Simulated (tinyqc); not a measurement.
Starting guesses with DIIS over 6 matrices: SCF starting guesses in the sto-3g basis, for H3O+, spin multiplicity 1. Computed by the program tinyqc with PySCF. 

Geometry (angstrom):
```
atom,x,y,z
O,0.0000,0.0000,0.2110
H,1.1250,0.0000,0.0000
H,-0.5630,0.9740,0.0000
H,-0.5630,-0.9740,0.0000
```

lowest restricted solution found by these runs and by PySCF = -75.267516 hartree

RHF with one setting changed at a time; a run stops when the energy changes by less than 1e-09 hartree and the error matrix is below 1e-5. Starts: the lowest orbitals of the core Hamiltonian, of the Wolfsberg-Helmholz matrix (K = 1.75), projected atomic densities, random orbitals, and the highest orbitals of the core Hamiltonian (a deliberately bad start).

Largest element of the error matrix X^T (FDS - SDF) X:
```
iteration,core,Wolfsberg-Helmholz,atomic densities,random,highest core orbitals
1,6.2e-01,4.0e-01,8.5e-01,1.0e+01,2.1e-01
2,3.5e-01,1.3e-01,3.5e-01,6.1e-01,6.6e-01
3,2.8e-02,2.9e-02,3.2e-02,2.5e-01,6.7e-01
4,7.7e-03,6.2e-03,5.7e-03,2.9e-02,6.6e-01
5,3.0e-03,1.2e-03,5.4e-04,8.7e-03,6.6e-01
6,2.5e-04,4.2e-05,5.5e-05,1.6e-03,6.7e-01
8,1.6e-07,2.2e-08,3.0e-08,4.3e-05,1.4e-01
10,-,-,-,1.5e-06,7.4e-03
14,-,-,-,-,1.1e-05
```

How each run ends:
```
run,iterations,E (hartree),state
core,8,-75.26752,lowest found
Wolfsberg-Helmholz,8,-75.26752,lowest found
atomic densities,8,-75.26752,lowest found
random,10,-75.26752,lowest found
highest core orbitals,15,-75.26752,lowest found
```

5 of 5 runs reach the lowest restricted solution found, in 8 to 15 iterations (fastest: core, Wolfsberg-Helmholz, atomic densities). The first errors are 6e-01, 4e-01, 8e-01, 1e+01, 2e-01; the deliberately bad start has the smallest one, so a small first error does not mark a good start.
